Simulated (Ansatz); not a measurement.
## Basis-set limit of Al2H2, triplet

```xyz
4

Al    0.0000    0.0000    1.1500
Al    0.0000    0.0000   -1.1500
H     0.0000    0.0000    2.7245
H     0.0000    0.0000   -2.7245
```

Connectivity, by distances: AlH–AlH.

Ansatz 0.2.0, UHF determinant, valence electrons correlated. Energies in eV.

```csv
set,X,functions,Hartree–Fock,MP2 correlation,CCSD(T) correlation,time
def2-TZVPP,3,112,-13195.6408,-3.3816,-4.3878,"8 s on 1 × NVIDIA H100 80GB HBM3 with 1 thread of AMD EPYC 7R13 Processor (Zen 3), on a shared host"
def2-QZVPP,4,200,-13196.0125,-3.6319,-4.5877,"8.5 s on 1 × NVIDIA H100 80GB HBM3 with 1 thread of AMD EPYC 7R13 Processor (Zen 3), on a shared host"
```

Hartree–Fock is taken to follow E(X) = E∞ + A·exp(−7.88·√X), correlation E(X) = E∞ + B·X^−2.97.

Task: Work out the CCSD(T) energy at the limit, and how far the shortcut misses it that extrapolates MP2 and adds CCSD(T) minus MP2 from the smaller set.

Result: Hartree–Fock: E∞ = E4 + 0.1377·(E4 − E3) = -13196.0637. Correlation: E∞ = E4 + 0.7407·(E4 − E3) = -4.7359 for CCSD(T) and -3.8174 for MP2. The limit is -13200.7996 eV, 0.199 eV below def2-QZVPP. The shortcut gives a correlation energy of -3.8174 + (-1.0062) = -4.8236, 88 meV lower than the direct value.

Past Ne part of the Hartree–Fock step between the two sets comes from the cores, which don't follow the formula, so the 51 meV that it adds to the total can overshoot; that part largely cancels in differences.
